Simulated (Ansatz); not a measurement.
Tetradymite Bi₂Te₃

Level of theory: LDA (Ansatz, a quantum-chemistry and plane-wave program, PAW).

Numerical settings: plane-wave cutoff 520 eV, 10×10×10 k mesh, Fermi–Dirac smearing 0.01 eV, scalar-relativistic PAW data made under PBE.

Cell: relaxed at this level.

```
Property                     Value
-------------------  -------------
volume per atom      32.68 Å³/atom
bulk modulus B0           40.8 GPa
lattice parameter a        4.353 Å
c axis length             29.881 Å
band gap                   0.15 eV
```

Measured, for comparison: bulk modulus 37 GPa (temperature not stated, no zero-point or thermal correction, our sources range from 32.5 to 39.5; as tabulated in Toher et al. (2017), arXiv:1611.05714); lattice constant a 4.386 Å, lattice parameter c 30.497 Å (temperature not stated, no zero-point or thermal correction; as tabulated in Luo et al. (2012), arXiv:1308.1523). Computed (rounded) less measured: bulk modulus not scored (sources differ), lattice constant a -0.8 %, lattice parameter c -2.0 %. A static lattice is as a rule a little smaller and stiffer than an uncorrected measurement, which narrows the difference in the lattice constant a and would widen misses of the other sign.

Note: the bulk modulus comes from volumes at which shape and atoms were relaxed.

Spin–orbit coupling is not included; it can close the smallest gap of 0.15 eV.

Static lattice: no zero-point or thermal effects.

It cost about 22 core-minutes (a rough figure) of CPU time.
